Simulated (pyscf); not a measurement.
Structures and frequencies: ωB97X-D3(BJ)/def2-SVP in PySCF.

**Question.** Estimate by transition-state theory the rate constant of `[SiH3][Cl]` + `[CH3][SiH3]` → `[SiH3][CH2][SiH3]` + `[ClH]` (singlet surface; Cl–Si, C–H broken, C–Si, Cl–H formed) at 1200 K, with ωB97M-D3(BJ)/def2-TZVP energies (ideal gas, 1 atm, RRHO with modes under 100 cm⁻¹ raised to 100, one conformer, R ln 2 for chiral ones without a mode under 150 cm⁻¹; no tunnelling).

**Answer.** The electronic barrier is 62.6 kcal/mol and the thermal terms add +40.0, so ΔG‡ = 102.5 kcal/mol. With k_BT/h = 2.50e+13 s⁻¹ and RT = 2.385 kcal/mol, and a volume of 1.64e-19 cm³ per molecule at 1 atm, k = 8.6e-25 cm³ molecule⁻¹ s⁻¹. Wigner's tunnelling factor for 624i cm⁻¹ would be 1.02. A shift of 1 kcal/mol in the barrier changes k by a factor 1.5. This is the saddle that the search found; another between the same sides may lie lower.
